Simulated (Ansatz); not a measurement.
**SVWN5/aug-cc-pVDZ run of BH3S2 (SMILES SBS)**

What is the vertical electron affinity of BH3S2 at SVWN5/aug-cc-pVDZ? 

Program for the calculation: Ansatz 0.2.0.

37 further runs of the same task are left out: 2 that didn't finish, 35 set aside as unsound or not needed. Runs told in other sessions of the task aren't counted.

### 1 The system as given

BH3S2 has 6 atoms, charge 0, and is taken as a singlet. SMILES: `SBS`. Geometry: relaxed at PBE0-D4/def2-TZVP. This is one conformer, not always the lowest.

Bond lengths: S1–B2 1.783 Å, B2–S3 1.787 Å, S1–H4 1.346 Å, B2–H5 1.190 Å, S3–H6 1.342 Å. Angles: S1–B2–S3 122.5°, S1–B2–H5 116.2°, S3–B2–H5 121.4°, B2–S1–H4 98.9°, B2–S3–H6 97.3°.

### 2 A single-point energy at SVWN5/aug-cc-pVDZ

Contents of job.yaml:

```yaml
crystal:
  periodic: [false, false, false]
  atoms:
    - {symbol: S, position_ang: [-0.819900, -0.605200, -1.516500]}
    - {symbol: B, position_ang: [0.091400, -0.453600, 0.008900]}
    - {symbol: S, position_ang: [0.333100, 1.114800, 0.829800]}
    - {symbol: H, position_ang: [-1.145600, 0.688100, -1.694600]}
    - {symbol: H, position_ang: [0.535500, -1.462200, 0.457500]}
    - {symbol: H, position_ang: [1.047600, 0.654100, 1.868800]}
basis:
  gaussian: {orbitals: aug-cc-pVDZ}
magnetization: {spin_polarized: false, initial_magnetization: 0}
accuracy: high
output: {orbitals: {seedname: orbitals}}
hamiltonian: {xc: {name: SVWN5}}
```

Started as:

```bash
$ ansatz run job.yaml --threads 1 --pin off --max-ram 2610MiB --events-out events.jsonl --progress --plain --runs-dir runs
```

Output:

```text
Warning: RAYON_NUM_THREADS=1 ignored (pool sized by the plan → 1); use --threads N
Functional definition: SVWN5
  name "SVWN5"
  exchange = slater_x
  correlation = vwn5_c
2086 factors; integrals over basis functions are off by at most 3.4e-9 eV
mean field evaluation 1: about -22310.5969 eV, gradient 3.6e1 eV
mean field evaluation 2: about -22303.6523 eV, gradient 5.6e1 eV
mean field evaluation 4: about -22314.8429 eV, gradient 2.7e0 eV
mean field evaluation 8: about -22314.8616 eV, gradient 4.5e-2 eV
mean field evaluation 16: about -22314.8616 eV, gradient 1.5e-6 eV
mean field -22314.86161420 eV, -820.0560387654 hartree, gradient 3.8e-8 eV, S^2 0.000000; 0 other end points of the search recorded, 0 dependent functions left out
reference -22314.86162062 eV, -820.0560390012 hartree; 20, 20 occupied and 84, 84 virtual orbitals, 2086 factors
Total energy: -22314.86162062 eV, -820.0560390012 hartree
```

Run time: 8.7 s. Hardware: 1 thread of Arm Neoverse N1, shared host; peak memory 0.27 GiB.

### 3 The doublet anion

Contents of run.yaml:

```yaml
basis:
  gaussian: {orbitals: aug-cc-pVDZ}
crystal:
  periodic: [false, false, false]
  atoms:
    - {symbol: S, position_ang: [-0.819900, -0.605200, -1.516500]}
    - {symbol: B, position_ang: [0.091400, -0.453600, 0.008900]}
    - {symbol: S, position_ang: [0.333100, 1.114800, 0.829800]}
    - {symbol: H, position_ang: [-1.145600, 0.688100, -1.694600]}
    - {symbol: H, position_ang: [0.535500, -1.462200, 0.457500]}
    - {symbol: H, position_ang: [1.047600, 0.654100, 1.868800]}
total_charge: -1
magnetization: {spin_polarized: true, initial_magnetization: 1}
hamiltonian: {xc: {name: SVWN5}}
accuracy: high
output: {orbitals: {seedname: orbitals}}
```

Started as:

```bash
$ ansatz run run.yaml --threads 1 --pin off --max-ram 2610MiB --events-out events.jsonl --progress --plain --runs-dir runs
```

Output:

```text
Warning: RAYON_NUM_THREADS=1 ignored (pool sized by the plan → 1); use --threads N
Functional definition: SVWN5
  name "SVWN5"
  exchange = slater_x
  correlation = vwn5_c
2087 factors; integrals over basis functions are off by at most 3.4e-9 eV
mean field evaluation 1: about -22310.5514 eV, gradient 2.3e1 eV
mean field evaluation 2: about -22297.6782 eV, gradient 4.6e1 eV
mean field evaluation 4: about -22313.6627 eV, gradient 8.5e0 eV
mean field evaluation 8: about -22314.5619 eV, gradient 1.3e0 eV
mean field evaluation 16: about -22314.5804 eV, gradient 2.4e-2 eV
mean field evaluation 32: about -22314.5377 eV, gradient 9.9e-1 eV
mean field evaluation 64: about -22314.4446 eV, gradient 7.5e-1 eV
mean field -22314.58049744 eV, -820.0457079152 hartree, gradient 1.4e-8 eV, S^2 0.750261; 10 other end points of the search recorded, 0 dependent functions left out
reference -22314.58049983 eV, -820.0457080030 hartree; 21, 20 occupied and 83, 84 virtual orbitals, 2087 factors
Total energy: -22314.58049983 eV, -820.0457080030 hartree
```

Wall time 29 s (1 thread of Arm Neoverse N1, shared host); peak memory 0.35 GiB.

### 4 What came out

Level: SVWN5/aug-cc-pVDZ.

| quantity | value |
| --- | --- |
| singlet BH3S2: total energy | -820.05604 Eh |
| singlet BH3S2: HOMO energy | -6.58 eV |
| singlet BH3S2: LUMO energy | -2.07 eV |
| singlet BH3S2: HOMO–LUMO gap | 4.51 eV |
| doublet anion: total energy | -820.04571 Eh |
| doublet anion: HOMO energy (highest over α and β) | 1.69 eV |
| doublet anion: LUMO energy (lowest over α and β) | 1.74 eV |
| doublet anion: ⟨S²⟩ | 0.750 |
| vertical electron affinity (to the doublet anion) | -0.281 eV |

**Reading.** The anion lies 0.28 eV (6.5 kcal/mol) above the neutral: the electron isn't bound at this level, and such a value depends on the basis. The HOMO (doublet anion) lies at positive energy, 1.69 eV, from the functional's self-interaction, a short basis or an electron that isn't bound; only total energies against the neutral tell.
